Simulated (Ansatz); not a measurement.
**Counterpoise correction, worked out**

The pair of HCl (SMILES Cl, atoms 1–2) and CH2O (SMILES C=O, atoms 3–6), both closed shells, in one local arrangement (a lower one may exist), relaxed at PBE0-D4/def2-TZVP:

```tsv
atom	x (Å)	y (Å)	z (Å)
Cl1	-0.2593	0.6300	-2.4475
H2	0.4345	0.3829	-1.3704
C3	-0.0548	-0.2553	0.9605
O4	0.9384	-0.0357	0.3214
H5	0.0024	-0.5333	2.0273
H6	-1.0611	-0.1885	0.5088
```

Program: Ansatz 0.2.0. Basis: def2-TZVPPD. Cores are frozen in the correlated methods.

MP2 total energies in eV:

| system | geometry | basis functions | energy |
| --- | --- | --- | --- |
| pair | pair | all | -15636.40809 |
| HCl | as in the pair | all (partner as ghosts) | -12525.53618 |
| CH2O | as in the pair | all (partner as ghosts) | -3110.63590 |
| HCl | as in the pair | its own | -12525.51998 |
| CH2O | as in the pair | its own | -3110.62213 |
| HCl | free (PBE0-D4 minimum) | its own | -12525.53708 |
| CH2O | free (PBE0-D4 minimum) | its own | -3110.61563 |

(1) Work out the interaction energy with and without the counterpoise correction, the superposition error, and the binding energy from the relaxed fragments.

The T1 diagnostic stays at or below 0.016.

Answers

(1) Without correction: -15636.40809 − (-12525.51998) − (-3110.62213) = -0.26598 eV.
With correction (each fragment in the whole basis): -15636.40809 − (-12525.53618) − (-3110.63590) = -0.23601 eV = -5.44 kcal/mol.
The superposition error is the difference, 0.02997 eV, 11 % of the uncorrected value: each fragment borrows its partner's functions.
Deformation from the free shapes: 0.01710 eV for HCl and -0.00650 eV for CH2O (a small negative value is possible, since the free shapes are minima of another method).
Binding energy from relaxed fragments: -0.23601 + 0.01710 + (-0.00650) = -0.22541 eV = -5.20 kcal/mol (electronic, without zero-point energy; negative means bound). For comparison, the corrected interaction energy by CCSD(T) at an estimated basis limit (MP2 extrapolated from triple and quadruple zeta, plus CCSD(T) − MP2 in triple zeta) is -0.240 eV.

For scale, one of the runs: CCSD(T)/def2-TZVPPD, 179 basis functions (an equivalent command: `ansatz run in.yaml --threads 2`). The run took 32 s on 2 CPU threads (shared host), with 1.7 GiB of host memory at its peak.
